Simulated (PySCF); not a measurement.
PySCF input:

```python
from pyscf import gto, scf, dft

mol = gto.M(
    atom='''
    O    -1.05073224   -0.47616366   -0.00735618
    C    -0.07562986    0.30382496    0.00787443
    O     1.15136738    0.07188593   -0.00312174
    H    -0.35130198    1.41127208    0.03657684
    ''',
    basis='def2-tzvpd',
    charge=-1,
    spin=0,
    verbose=4,
)

mf = dft.RKS(mol, xc='mn15').density_fit(auxbasis='def2-universal-jkfit')
mf.grids.level = 4
mf.conv_tol = 1e-9
mf.max_cycle = 100
mf.max_memory = 1500
mf.kernel()
if not mf.converged:
    mf = mf.newton()
    mf.kernel(mf.make_rdm1())
mf.analyze()
```

**Question.** Predict the final energy.

**Answer.** -189.09280 Eh (MN15/def2-TZVPD).

It need not be the lowest isomer of its formula. Whether it binds its extra electron was not tested at this geometry.
